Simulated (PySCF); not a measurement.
# SiN: bond curves at several levels of theory

An exercise on one series of results from a longer session: the logs are not shown, and one member is left open.

Computed with PySCF 2.14.0. Level: Si aug-pcseg-1, N aug-pcseg-1, no relativity.

Set-up of the first run:

A driver script around PySCF takes these settings:

```json
{
 "atoms": "Si, N",
 "charge": "0",
 "basis": "Si aug-pcseg-1, N aug-pcseg-1",
 "Hamiltonian": "no relativity",
 "basis functions": "50",
 "electrons treated": "21",
 "masses in u": "27.9769, 14.0031",
 "levels": "PBE0, PBE, r²SCAN, revPBE, PW91, PBEsol, HF, MP2, SCS-MP2, CCSD, CCSD(T)",
 "grid": "80 radial by 434 angular points",
 "occupations": "held fixed by the projection of orbital angular momentum",
 "dissociation limit": "Si + N, each in its ground configuration",
 "starting distance in angstrom": "1.770",
 "values of 2S to try": "1, 3, 5"
}
```

Command:

```sh
$ OMP_NUM_THREADS=1 python dia.py task.json out
```

Among the steps run: Input; The PBE0 curve of the state that the search chose; Higher solutions at PBE0; PBE; r²SCAN; revPBE (GGA); PW91; PBEsol; ROHF (mean field); MP2 and coupled cluster.

One table of the session follows, with a row left open; its other results are not shown here.

It belongs to the step «The curves together». Energy (eV) from each level's lowest point:

| R (Å) | ROHF | ROHF-MP2 | ROHF-SCS-MP2 | ROHF-CCSD | ROHF-CCSD(T) |
| --- | --- | --- | --- | --- | --- |
| 1.355 | 1.486 | 2.104 | 2.068 | n/a | n/a |
| 1.418 | 0.587 | 1.042 | 1.013 | 0.914 | 0.999 |
| 1.481 | ? | ? | ? | ? | ? |
| 1.529 | 0.000 | 0.148 | 0.132 | 0.088 | 0.119 |
| 1.576 | 0.014 | 0.021 | 0.013 | 0.000 | 0.005 |
| 1.623 | 0.138 | 0.000 | 0.000 | 0.023 | 0.000 |
| 1.686 | 0.430 | 0.092 | 0.104 | 0.182 | 0.119 |
| 1.765 | 0.937 | 0.336 | 0.363 | 0.522 | 0.403 |
| 1.860 | 1.665 | 0.732 | 0.781 | 1.050 | 0.856 |
| 1.986 | 2.723 | 1.315 | 1.395 | n/a | n/a |

Estimate the missing values for R (Å) = 1.481.

Worked estimate for «ROHF». A straight line through the neighbours (1.418, 0.587) and (1.529, 0.000) gives 0.587 + (0.000 − 0.587) × (1.481 − 1.418) / (1.529 − 1.418) = 0.254; a parabola fitted to 4 rows on both sides gives 0.110.

The run gave: ROHF: 0.128; ROHF-MP2: 0.411; ROHF-SCS-MP2: 0.389; ROHF-CCSD: 0.318; ROHF-CCSD(T): 0.373. In «ROHF» the line misses by +0.126 and the parabola by -0.018.
